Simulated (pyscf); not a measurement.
H₃C–CH₂–CH₃ (SMILES CCC) + [Cl–Mo(Cl)(Cl)(Cl)–Cl]• (SMILES [Cl][Mo]([Cl])([Cl])([Cl])[Cl]) → [H₃C–CH(CH₃)–Mo(Cl)(Cl)(Cl)–Cl]• (SMILES C[CH](C)[Mo]([Cl])([Cl])([Cl])[Cl]) + HCl (SMILES Cl) (four-centre exchange; doublet surface; C–H, Cl–Mo broken, C–Mo, Cl–H formed). Optimised with ωB97X-D3(BJ)/def2-SVP in PySCF. Energies in kJ/mol from the separated reactants.

```json
[
 {"level": "ωB97X-D3(BJ)/def2-TZVP", "barrier": "158.4", "reaction energy": "+73.7"},
 {"level": "PBE/def2-TZVP", "barrier": "…", "reaction energy": "+104.4"},
 {"level": "r²SCAN/def2-TZVP", "barrier": "141.1", "reaction energy": "+93.0"},
 {"level": "M06-2X/def2-TZVP", "barrier": "145.2", "reaction energy": "+65.3"},
 {"level": "ωB97M-D3(BJ)/def2-TZVP", "barrier": "…", "reaction energy": "…"},
 {"level": "HF/def2-TZVP", "barrier": "238.4", "reaction energy": "+68.5"}
]
```

Q: Some entries are withheld; supply them.

A: 
- PBE/def2-TZVP, barrier: 155.0
- ωB97M-D3(BJ)/def2-TZVP, barrier: 149.2
- ωB97M-D3(BJ)/def2-TZVP, reaction energy: +70.5

The functionals in the table span 17.3 kJ/mol in this barrier, from r²SCAN to ωB97X-D3(BJ). On the reactant side the descent ends in a complex (not fully relaxed), 17.8 kJ/mol under the separated species and 176.2 kJ/mol under the saddle at ωB97X-D3(BJ)/def2-TZVP. On the product side the descent ends in a complex (not fully relaxed), 21.2 kJ/mol under the separated species and 105.9 kJ/mol under the saddle at ωB97X-D3(BJ)/def2-TZVP. At the saddle there is also a short H–Mo contact that neither side keeps. This is the saddle that the search found; another between the same sides may lie lower. Open-shell species with a d-block atom are single-reference here; other states, and whether the spin sits on metal or ligand, were not checked. Elements past Kr carry the def2 core potentials, without spin-orbit coupling.
